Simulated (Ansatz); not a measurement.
How Ni answers to pressure

```cif
data_structure
_symmetry_space_group_name_H-M 'P 1'
_symmetry_Int_Tables_number 1
_cell_length_a 2.4885
_cell_length_b 2.4885
_cell_length_c 2.4885
_cell_angle_alpha 60.000
_cell_angle_beta 60.000
_cell_angle_gamma 60.000
_cell_volume 10.90
loop_
_atom_site_label
_atom_site_type_symbol
_atom_site_fract_x
_atom_site_fract_y
_atom_site_fract_z
_atom_site_occupancy
Ni1 Ni 0.00000 0.00000 0.00000 1
```

The runs use the primitive cell with vectors (0.000, 1.760, 1.760), (1.760, 0.000, 1.760), (1.760, 1.760, 0.000) Å, to which the k mesh refers.

The cell was built from the fcc type and relaxed in the same program, and has space group Fm-3m; it needn't be a known or the stable phase.

Computed with DFT, PBE, all-electron LAPW, scalar-relativistic in Ansatz 0.2.0.

Settings: a Γ-centred 18×18×18 k mesh, Fermi–Dirac smearing of 0.08 eV, basis error target 1 meV/atom, spin-polarised from start moments Ni 1.5 μB.

The cell is scaled evenly with fractional coordinates held.

```csv
V/V(cell),P (GPa),cell moment (μB)
0.9700,6.50,0.618
1.0000,-0.01,0.624
1.0300,-5.45,0.631
1.0600,-10.00,0.640
```

Question: From the rows at 0.9700 and 1.0300, what is the bulk modulus at the cell's volume?

Answer: B = −ΔP/Δln V = −[(-5.45) − (6.50)]/0.06002 = 199.1 GPa.

In a magnetic metal the moment, and with it the modulus, depend on the k mesh by some per cent, and the slopes vary along the table.

Question: How does the moment scale with volume?

Answer: dln M/dln V = ln(0.631/0.618)/0.06002 = 0.4: expansion raises it.

Question: Predict the row at V/V(cell) = 0.9405. How far is a linear estimate of P off?

Answer: P = 14.14 GPa, moment 0.612 μB. The linear estimate P(cell) − B ln(V/V(cell)) = 12.20 GPa misses by 1.94 GPa, since the modulus grows under compression.
